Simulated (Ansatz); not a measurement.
C3H7NO can be A, `NCCC=O`, or B, `CCC(N)=O`.

Isolated molecules relaxed with PBE0-D4/def2-TZVP in Ansatz; ΔE leaves out vibrations. CCSD(T)/CBS is the MP2 limit (def2-TZVPP, def2-QZVPP) plus CCSD(T) − MP2 in def2-TZVPP, frozen cores. Functionals use def2-TZVPP. B3LYP here is the variant with VWN-RPA as its local correlation; programs differ in this. Each species was taken in one conformer, which may not be the lowest.

Which isomer does CCSD(T)/CBS put lower? Give the gap. (An estimate is asked.)

The calculation gave: B, by 25.8 kcal/mol.

Give E(B) − E(A) in kcal/mol with LDA (SPW92), r2SCAN-D4, CCSD/def2-TZVPP, B3LYP-D4, ωB97M-V, HF/def2-TZVPP, PBE-D4. (Estimate.)

Computed: LDA (SPW92) -31.5, r2SCAN-D4 -29.8, CCSD/def2-TZVPP -25.4, B3LYP-D4 -27.8, ωB97M-V -27.4, HF/def2-TZVPP -26.4, PBE-D4 -28.4. None reverses the order clearly.

Does the order hold for the free energy at 298.15 K (harmonic terms from PBE0-D4)? (Estimate.)

The calculation gave: Yes: G(B) − G(A) = -26.3 kcal/mol, for one conformer each. Modes under 60 cm⁻¹, often nearly free rotors, make the harmonic entropy too high.

Largest T1 diagnostic: 0.013.

Leaving LDA and LC-ωPBE aside and taking each functional with its dispersion term where it has one, the values, not all of them listed here, spread over 2.6 kcal/mol, from r2SCAN-D4 to B2PLYP. LDA lies −3.3 kcal/mol from PBE without D4. At CCSD(T), def2-SVP lies −1.0 kcal/mol from the extrapolated value and def2-TZVPP +0.2 kcal/mol.
